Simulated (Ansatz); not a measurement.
Results of r²SCAN-D4 in Ansatz (plane waves, PAW) for 2H MoS2.

Estimate the interlayer binding energy, layer repeat distance and gap between the layers that the calculation returns.


- interlayer binding energy: 20.1 meV/Å²
- layer repeat distance: 6.244 Å
- gap between the layers: 3.138 Å

Measured, for comparison: interlayer binding energy 34.3 ± 8 meV/Å² (temperature not stated, not corrected to a static lattice, bulk; as tabulated in Ning et al. (2022), arXiv:2204.11717). Computed (rounded) less measured: interlayer binding energy -41 %.

Static lattice: no zero-point or thermal effects.

Ansatz is an electronic-structure program.
